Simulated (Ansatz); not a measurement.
Results of rVV10 in Ansatz (plane waves, PAW) for hcp Lu.

Output (set-up and result lines):

```
Crystal: 2 atoms, lattice volume = 57.188 Å³
Basis set: ecut = 520 eV, 1533 PW (Γ), exchange–correlation on 54×54×90 points (8 copies of the dense FFT grid, shifted against one another)
Bands: 30, of which v1, the nominal top of the filled ones, is band 25 counted from 1 (24 counted from 0)
Symmetry: 24 space group operations
Space group: P63/mmc (ITA 194), of the structure as read, at distance tolerance 3.9e-5 Å
k-points: 222 of 3240
Functional: x = rpw86, c = pbe(β = 0.06672455060314922) + rvv10(b = 6.3, C = 0.0093)
SCF iter   1: F=—  HF=-29591.501265 eV  |F-HF|=—  |Δ(HF+E_count)|=         —  Δρ=1.24e-2  dr2=6.77e-2
SCF iter   2: F=—  HF=-29591.482971 eV  |F-HF|=—  |Δ(HF+E_count)|=   1.83e-2  Δρ=2.28e-3  dr2=2.59e-3
  ...
SCF converged after 9 iterations
Free energy (F): -29591.468785 eV
Internal energy: -29591.441260 eV  (E = F + TS)
E sigma→0 (E₀):  -29591.455022 eV
Fermi energy:    14.026328 eV
--- Forces (eV/Å), atoms counted from 1 ---
  atom   1  Lu     0.00000000    -0.00000000     0.00000000
  atom   2  Lu    -0.00000000     0.00000000    -0.00000000
Crystal: 2 atoms, lattice volume = 57.188 Å³
Bands: 31, of which v1, the nominal top of the filled ones, is band 25 counted from 1 (24 counted from 0)
Initial density: handed on by an earlier stage of this run
SCF iter   1: F=—  HF=-29591.468784 eV  |F-HF|=—  |Δ(HF+E_count)|=         —  Δρ=4.08e-7  dr2=6.59e-11
SCF iter   2: F=-29591.468785 eV  HF=-29591.468785 eV  |F-HF|=1.46e-10  |Δ(HF+E_count)|=   5.50e-7  Δρ=3.14e-7  dr2=3.92e-11
SCF 2 converged in 2 iterations: F = -29591.468785 eV  dr2 = 3.92e-11
SCF converged after 11 iterations (9 of them on 30 bands)
Free energy (F): -29591.468785 eV
Internal energy: -29591.441260 eV  (E = F + TS)
E sigma→0 (E₀):  -29591.455022 eV
Fermi energy:    14.026328 eV
--- Forces (eV/Å), atoms counted from 1 ---
  atom   1  Lu     0.00000000    -0.00000000     0.00000000
  atom   2  Lu    -0.00000000     0.00000000    -0.00000000
--- Stress (GPa, compression-positive) ---
       -0.000425       0.000000      -0.000000
        0.000000      -0.000425      -0.000000
       -0.000000      -0.000000      -0.000631
  P = ⅓ Tr σ = -0.0005 GPa (-0.005 kbar)
```

**Question.** Write an input file that could have produced this run (the log leaves some choices open).

**Answer.** Several could match; the one computed here: 
Ansatz 0.2 input:
```yaml
crystal:
  lattice:
    - [1.7430289811, -3.0190147543, 0.0]
    - [1.7430289811, 3.0190147543, 0.0]
    - [0.0, 0.0, 5.4338381086]
  atoms:
    - { symbol: Lu, position: [0.3333333333, 0.6666666667, 0.25] }
    - { symbol: Lu, position: [0.6666666667, 0.3333333333, 0.75] }
basis:
  ecutwfc: 520
  ecutrho_ratio: 4
  xc_grid: 2
kpoints:
  mp_grid: { grid: [18, 18, 10] }
hamiltonian:
  xc: { exchange: rpw86, correlation: pbe }
  dispersion: rvv10
  pseudopotentials: { kind: paw }
scf:
  occupations: { method: fermi_dirac, width: 0.05 }
  convergence: { dr2_threshold: 0.0000000002 }
output:
  forces: true
  stress: true
  eigenvalues: true
```

The PAW data were made under PBE.

It cost around 40 core-seconds (rough) of CPU time.

Ansatz is an electronic-structure program.
